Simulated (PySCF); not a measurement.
HS, SMILES [SH], multiplicity 2. Atoms are numbered in the order given.

```xyz
2

S      0.0000     0.0000    -0.0793
H      0.0000     0.0000     1.2680
```
Charge 0, spin multiplicity 2.

Geometry: B3LYP-D3(BJ)/def2-TZVPD.

Method: PySCF with PBE/def2-TZVPD.

Isolated molecule, no solvent.

Computed frontier levels, dipole moment:
α spin, highest occupied and lowest empty level: -6.57 and -0.74 eV
β spin, highest occupied and lowest empty level: -6.22 and -5.80 eV
dipole moment: 0.75 D
⟨S²⟩: 0.754 (pure state 0.75)
